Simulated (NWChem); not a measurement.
System: methane (CH4); SMILES C

Output (shortened):

```
             Northwest Computational Chemistry Package (NWChem) 7.3.0
             --------------------------------------------------------

 TD  symmetry detected

                             Geometry "geometry" -> ""
                             -------------------------

 Output coordinates in angstroms (scale by  1.889725989 to convert to a.u.)

  No.       Tag          Charge          X              Y              Z
 ---- ---------------- ---------- -------------- -------------- --------------
    1 C                    6.0000     0.00000000     0.00000000     0.00000000
    2 H                    1.0000    -0.63398094    -0.63398094    -0.63398094
    3 H                    1.0000     0.63398094     0.63398094    -0.63398094
    4 H                    1.0000    -0.63398094     0.63398094     0.63398094
    5 H                    1.0000     0.63398094    -0.63398094     0.63398094

 Effective nuclear repulsion energy (a.u.)      13.3364411701

      Symmetry information
      --------------------

 Group name              Td
 Group number             42
 Group order              24
 No. of unique centers     2

  pbe96 is a nonlocal functional; adding pw91lda local functional.

                                 NWChem DFT Module
                                 -----------------

 Summary of "ao basis" -> "ao basis" (spherical)
 ------------------------------------------------------------------------------
       Tag                 Description            Shells   Functions and Types
 ---------------- ------------------------------  ------  ---------------------
 C                         def2-tzvpd               13       37   6s3p3d1f
 H                         def2-tzvpd                5        9   3s2p

      Symmetry analysis of basis
      --------------------------

        a1         12
        a2          0
        e          10
        t1          9
        t2         42

            General Information
            -------------------
          SCF calculation type: DFT
          Wavefunction type:  closed shell.
          No. of atoms     :     5
          No. of electrons :    10
           Alpha electrons :     5
            Beta electrons :     5
          Charge           :     0
          Spin multiplicity:     1
          Use of symmetry is: on ; symmetry adaption is: on
          Maximum number of iterations: 150
          AO basis - number of functions:    73
                     number of shells:    33
          Convergence on energy requested:  1.00D-06
          Convergence on density requested:  1.00D-05
          Convergence on gradient requested:  5.00D-04

              XC Information
              --------------
          PerdewBurkeErnzerhof Exchange Functional  1.000
            Perdew 1991 LDA Correlation Functional  1.000 local
           PerdewBurkeErnz. Correlation Functional  1.000 non-local

             Grid Information
             ----------------
          Grid used for XC integration:  medium
          Radial quadrature: Mura-Knowles
          Angular quadrature: Lebedev.
          Tag              B.-S. Rad. Rad. Pts. Rad. Cut. Ang. Pts.
          ---              ---------- --------- --------- ---------
          C                   0.70       49           7.0       434
          H                   0.35       45           8.0       434
          Grid pruning is: on
          Number of quadrature shells:    94
          Spatial weights used:  Erf1

      Superposition of Atomic Density Guess
      -------------------------------------

 Sum of atomic energies:         -39.67056753

      Non-variational initial energy
      ------------------------------

 Total energy =     -40.227892
 1-e energy   =     -78.094481
 2-e energy   =      24.530148
 HOMO         =      -0.517857
 LUMO         =       0.043941

      Symmetry analysis of molecular orbitals - initial
      -------------------------------------------------

  Numbering of irreducible representations:

     1 a1          2 a2          3 e           4 t1          5 t2

  Orbital symmetries:

     1 a1          2 a1          3 t2          4 t2          5 t2
     6 a1          7 t2          8 t2          9 t2         10 t2
    11 t2         12 t2         13 e          14 e          15 a1

     ---------------------------------------------
      Total Density - Mulliken Population Analysis
     ---------------------------------------------

    Atom       Charge   Shell Charges
 -----------   ------   -------------------------------------------------------
    1 C    6     6.79   0.86  1.12  0.56  0.68  0.07  0.00  1.30  1.48  0.68  0.01  0.00  0.02  0.00
    2 H    1     0.80   0.24  0.44  0.08  0.02  0.02
    3 H    1     0.80   0.24  0.44  0.08  0.02  0.02
    4 H    1     0.80   0.24  0.44  0.08  0.02  0.02
    5 H    1     0.80   0.24  0.44  0.08  0.02  0.02

   convergence    iter        energy       DeltaE   RMS-Dens  Diis-err
 ---------------- ----- ----------------- --------- --------- ---------
 d= 0,ls=0.0,diis     1    -40.4531377786 -5.38D+01  8.61D-03  1.48D-01
 d= 0,ls=0.0,diis     2    -40.4611977762 -8.06D-03  1.33D-03  1.62D-02
 d= 0,ls=0.0,diis     3    -40.4607568444  4.41D-04  6.99D-04  1.95D-02
 d= 0,ls=0.0,diis     4    -40.4631438626 -2.39D-03  3.30D-05  1.04D-05
 d= 0,ls=0.0,diis     5    -40.4631456306 -1.77D-06  2.64D-06  1.37D-07
 d= 0,ls=0.0,diis     6    -40.4631456509 -2.04D-08  1.57D-07  1.63D-10

         Total DFT energy =      -40.463145650944
      One electron energy =      -79.666587085419
           Coulomb energy =       32.687482310392
    Exchange-Corr. energy =       -6.820482046065
 Nuclear repulsion energy =       13.336441170148

 Numeric. integr. density =       10.000007747679

                  Occupations of the irreducible representations
                  ----------------------------------------------

                     irrep           alpha         beta
                     --------     --------     --------
                     a1                2.0          2.0
                     a2                0.0          0.0
                     e                 0.0          0.0
                     t1                0.0          0.0
                     t2                3.0          3.0

                       DFT Final Molecular Orbital Analysis
                       ------------------------------------

 Vector    3  Occ=2.000000D+00  E=-3.458082D-01  Symmetry=t2
              MO Center= -1.1D-01, -2.3D-01, -5.6D-02, r^2= 1.3D+00
   Bfn.  Coefficient  Atom+Function         Bfn.  Coefficient  Atom+Function
  ----- ------------  ---------------      ----- ------------  ---------------
     9      0.284678  1 C  pz                39     -0.236981  2 H  s
    12      0.201982  1 C  pz                15      0.177243  1 C  pz
    66      0.170803  5 H  s                 38     -0.160990  2 H  s
     7      0.147221  1 C  px                65      0.116033  5 H  s
    10      0.104454  1 C  px                57      0.097980  4 H  s

 Vector    4  Occ=2.000000D+00  E=-3.458082D-01  Symmetry=t2
              MO Center=  7.6D-02,  2.4D-01, -1.3D-01, r^2= 1.3D+00
   Bfn.  Coefficient  Atom+Function         Bfn.  Coefficient  Atom+Function
  ----- ------------  ---------------      ----- ------------  ---------------
     7      0.271979  1 C  px                48      0.245559  3 H  s
    10      0.192971  1 C  px                13      0.169336  1 C  px
    47      0.166817  3 H  s                 57     -0.164092  4 H  s
     9     -0.161898  1 C  pz                12     -0.114868  1 C  pz
    56     -0.111474  4 H  s                 15     -0.100799  1 C  pz

 Vector    5  Occ=2.000000D+00  E=-3.458082D-01  Symmetry=t2
              MO Center=  3.2D-02, -1.2D-02,  1.8D-01, r^2= 1.3D+00
   Bfn.  Coefficient  Atom+Function         Bfn.  Coefficient  Atom+Function
  ----- ------------  ---------------      ----- ------------  ---------------
     8      0.308660  1 C  py                11      0.218996  1 C  py
    66     -0.206540  5 H  s                 14      0.192174  1 C  py
    57      0.188235  4 H  s                 65     -0.140311  5 H  s
    56      0.127875  4 H  s                  7     -0.109463  1 C  px
    48      0.103190  3 H  s                 39     -0.084884  2 H  s

 Vector    6  Occ=0.000000D+00  E=-6.883762D-04  Symmetry=a1
              MO Center=  5.1D-14, -9.1D-14, -1.2D-13, r^2= 7.6D+00
   Bfn.  Coefficient  Atom+Function         Bfn.  Coefficient  Atom+Function
  ----- ------------  ---------------      ----- ------------  ---------------
     5      5.340053  1 C  s                  6      1.846720  1 C  s
    40     -1.651984  2 H  s                 49     -1.651984  3 H  s
    58     -1.651984  4 H  s                 67     -1.651984  5 H  s
     4     -0.625648  1 C  s                 44     -0.275811  2 H  px
    45     -0.275811  2 H  py                46     -0.275811  2 H  pz

 Vector    7  Occ=0.000000D+00  E= 8.009323D-02  Symmetry=t2
              MO Center= -3.3D-01, -1.1D+00, -3.5D-01, r^2= 5.9D+00
   Bfn.  Coefficient  Atom+Function         Bfn.  Coefficient  Atom+Function
  ----- ------------  ---------------      ----- ------------  ---------------
    40      5.499223  2 H  s                 67     -3.995626  5 H  s
    13      1.871709  1 C  px                15      1.745841  1 C  pz
    44      1.287156  2 H  px                46      1.273117  2 H  pz
    45      1.142290  2 H  py                71      0.992302  5 H  px
    73      0.978263  5 H  pz                49     -0.916979  3 H  s

[...]
```

Level: PBE/def2-TZVPD. Coordinates come from a PBE0/def2-SVP optimisation.

Task: Reconstruct the input file.

Result: One answer among several that fit: the input that was run:
```
start job
memory heap 200 mb stack 900 mb global 1100 mb
geometry units angstroms noautoz
  C     -0.000000     0.000000    -0.000002
  H     -0.854020    -0.241787    -0.646521
  H      0.868943     0.254416    -0.621295
  H     -0.255660     0.855214     0.639562
  H      0.240735    -0.867844     0.628240
end
basis spherical
  * library def2-tzvpd
end
dft
  xc xpbe96 cpbe96
  iterations 150
  mulliken
end
task dft energy
```
